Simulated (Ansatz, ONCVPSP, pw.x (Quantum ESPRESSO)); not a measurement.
**From atom to crystal: ONCV potential for Mg (Z = 12)**

```
Element                 : Mg (Z = 12)
Generator               : ONCVPSP 4.0.1.1 (patched build)
Type                    : optimised norm-conserving Vanderbilt (ONCV)
Functional              : PBEsol
Relativity              : scalar-relativistic
Frozen core             : [Ne]
Valence charge          : 2
Reference configuration : 3s2
Partial waves           : 3s: rc 1.95 bohr, ncon 4, nbas 8, qcut 3.8 1/bohr, local; p scattering state at 0.33 Ha: rc 2.65 bohr, ncon 4, nbas 8, qcut 3.3 1/bohr, 2 projectors, debl 1.7 Ha; d scattering state at 0.46 Ha: rc 2.04 bohr, ncon 4, nbas 8, qcut 4.9 1/bohr, 3 projectors, debl 1 Ha
Local potential         : the s channel
Core correction         : none
```

In the p channel the program set the typed energies aside and used 0.050, 1.750 Ha.

Crystal test: bcc Mg in pw.x 7.5, no spin, 13³ k-points, Fermi–Dirac smearing 0.01 Ry, cutoffs 35/140 Ry. The reference is all-electron LAPW (Ansatz 0.2.0) with the same functional, mesh and smearing; V0 and B0 come from Birch–Murnaghan fits to the pressures at five volumes. Errors are pseudo minus all-electron; Δ is the rms difference of the E(V) curves that follow from these fits, minima aligned, over ±6 % about the mean V0. Mesh and smearing are coarse, so the numbers serve the comparison and aren't converged zero-temperature values; the lattice is a test structure that the element need not adopt.

All-electron: a0 = 3.559 Å (V0 = 22.55 Å³/atom), B0 = 36.1 GPa.

Question: How far does the potential miss the all-electron equation of state?

Answer: mean pressure error (GPa): +0.30; a0 (Å): 3.569; a0 error (%): +0.28; B0 error (%): -3.7; Δ (meV/atom): 1.5. Atomic configuration tests: 1 of 4 tests not solved or not reliable.

| V (Å³/atom) | P all-electron (GPa) | P pseudo (GPa) |
| --- | --- | --- |
| 21.324 | 2.25 | 2.53 |
| 21.885 | 1.14 | 1.43 |
| 22.446 | 0.16 | 0.46 |
| 23.007 | -0.70 | -0.40 |
| 23.568 | -1.46 | -1.16 |

Question: At the middle volume, how do free energy and pressure move when the wave cutoff is lowered (ecutrho kept at four times it)?

Answer:

| cutoff (Ry) | shift of F (meV/atom) | shift of P (GPa) |
| --- | --- | --- |
| 16 | +1.3 | -0.01 |
| 21 | +0.3 | -0.00 |
| 28 | +0.1 | -0.00 |

The run at the middle volume (84 k-points, 5 iterations) took about 6.7 s on one core of a shared host (Neoverse-N1, 64 threads, 124 GiB, load 58).
